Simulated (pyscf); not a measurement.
9 group-13 steps of one kind (four-centre exchange, closed-shell): barrier in eV, from the separated reactants or the lowest minimum found. Single points on ωB97X-D3(BJ)/def2-SVP structures (PySCF, gas phase). Functionals in def2-TZVP; the last column is ωB97M-D3(BJ)/def2-TZVP. Rows were drawn at random from the steps of this kind and element class whose saddle was verified and whose references are stable.

```json
[
 {"step": "AsH₃ + InH₃ → H₂As–InH₂ + H₂", "PBE": "0.65", "B3LYP-D3(BJ)": "0.87", "r²SCAN": "0.69", "ωB97M-D3(BJ)": "1.03"},
 {"step": "H₂B–CH₃ + HCl -> H₃C–BH–Cl + H₂", "PBE": "0.02", "B3LYP-D3(BJ)": "0.33", "r²SCAN": "0.11", "ωB97M-D3(BJ)": "0.35"},
 {"step": "H₂B–CH₃ + H₂ → BH₃ + CH₄", "PBE": "0.29", "B3LYP-D3(BJ)": "0.66", "r²SCAN": "0.42", "ωB97M-D3(BJ)": "0.61"},
 {"step": "H₂N–InH₂ + HF → H₂N–InH–F + H₂", "PBE": "0.13", "B3LYP-D3(BJ)": "0.27", "r²SCAN": "0.11", "ωB97M-D3(BJ)": "0.34"},
 {"step": "H₃C–GaH₂ + H₂ → CH₄ + GaH₃", "PBE": "1.06", "B3LYP-D3(BJ)": "1.31", "r²SCAN": "1.09", "ωB97M-D3(BJ)": "1.33"},
 {"step": "H₂Ga–SeH + HCl -> Cl–GaH–SeH + H₂", "PBE": "0.15", "B3LYP-D3(BJ)": "0.31", "r²SCAN": "0.14", "ωB97M-D3(BJ)": "0.40"},
 {"step": "H₂N–B(Cl)–Cl + H₂O -> H₂N–B(OH)–Cl + HCl", "PBE": "0.53", "B3LYP-D3(BJ)": "0.63", "r²SCAN": "0.51", "ωB97M-D3(BJ)": "0.63"},
 {"step": "HS–GaH₂ + HF -> F–GaH–SH + H₂", "PBE": "0.15", "B3LYP-D3(BJ)": "0.30", "r²SCAN": "0.12", "ωB97M-D3(BJ)": "0.35"},
 {"step": "PH₃ + GaH₃ → H₂P–GaH₂ + H₂", "PBE": "0.67", "B3LYP-D3(BJ)": "0.96", "r²SCAN": "0.71", "ωB97M-D3(BJ)": "1.08"}
]
```

Differences from the last column (eV): PBE: mean -0.28, median -0.27, mean size 0.28, lower in 9 of 9; B3LYP-D3(BJ): mean -0.05, median -0.04, mean size 0.07, lower in 7 of 9; r²SCAN: mean -0.25, median -0.24, mean size 0.25, lower in 9 of 9. PBE is closest for row 7 (0.10 eV apart) and farthest for row 9 (0.41 eV). PBE, r²SCAN and M06-2X carry no added dispersion term. The last column is a level with limits of its own. Each barrier is that of the saddle found. Elements up to Kr have no core potential and no relativistic terms here. Elements past Kr carry the def2 core potentials, without spin-orbit coupling.
